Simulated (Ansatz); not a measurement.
A structure relaxed at PBE0-D4/def2-TZVP, charge 0, multiplicity 1:

```json
{"atom": "C1", "x (Å)": "-0.926", "y (Å)": "-2.813", "z (Å)": "-1.526"}
{"atom": "C2", "x (Å)": "-0.392", "y (Å)": "-1.403", "z (Å)": "-1.703"}
{"atom": "C3", "x (Å)": "0.165", "y (Å)": "-0.811", "z (Å)": "-0.418"}
{"atom": "C4", "x (Å)": "0.695", "y (Å)": "0.603", "z (Å)": "-0.592"}
{"atom": "C5", "x (Å)": "1.348", "y (Å)": "1.187", "z (Å)": "0.655"}
{"atom": "C6", "x (Å)": "0.442", "y (Å)": "1.291", "z (Å)": "1.877"}
{"atom": "C7", "x (Å)": "-0.788", "y (Å)": "2.156", "z (Å)": "1.660"}
{"atom": "H8", "x (Å)": "-1.320", "y (Å)": "-3.216", "z (Å)": "-2.462"}
{"atom": "H9", "x (Å)": "-1.732", "y (Å)": "-2.840", "z (Å)": "-0.788"}
{"atom": "H10", "x (Å)": "-0.141", "y (Å)": "-3.490", "z (Å)": "-1.178"}
{"atom": "H11", "x (Å)": "-1.189", "y (Å)": "-0.752", "z (Å)": "-2.081"}
{"atom": "H12", "x (Å)": "0.391", "y (Å)": "-1.398", "z (Å)": "-2.470"}
{"atom": "H13", "x (Å)": "0.968", "y (Å)": "-1.457", "z (Å)": "-0.039"}
{"atom": "H14", "x (Å)": "-0.619", "y (Å)": "-0.827", "z (Å)": "0.348"}
{"atom": "H15", "x (Å)": "1.430", "y (Å)": "0.607", "z (Å)": "-1.405"}
{"atom": "H16", "x (Å)": "-0.120", "y (Å)": "1.254", "z (Å)": "-0.927"}
{"atom": "H17", "x (Å)": "1.733", "y (Å)": "2.186", "z (Å)": "0.416"}
{"atom": "H18", "x (Å)": "2.223", "y (Å)": "0.579", "z (Å)": "0.915"}
{"atom": "H19", "x (Å)": "0.134", "y (Å)": "0.290", "z (Å)": "2.197"}
{"atom": "H20", "x (Å)": "1.028", "y (Å)": "1.700", "z (Å)": "2.708"}
{"atom": "H21", "x (Å)": "-1.453", "y (Å)": "1.733", "z (Å)": "0.903"}
{"atom": "H22", "x (Å)": "-1.367", "y (Å)": "2.259", "z (Å)": "2.581"}
{"atom": "H23", "x (Å)": "-0.510", "y (Å)": "3.161", "z (Å)": "1.329"}
```

Give its formula and SMILES.

C7H16, `CCCCCCC`.

Point group (tolerance 0.08 Å, 0.16 Å for H)?

C1.

Summarise the bond lengths by kind.

6 × C–C 1.519 to 1.525 Å; 16 × C–H 1.092 to 1.098 Å.

Computed with Ansatz.
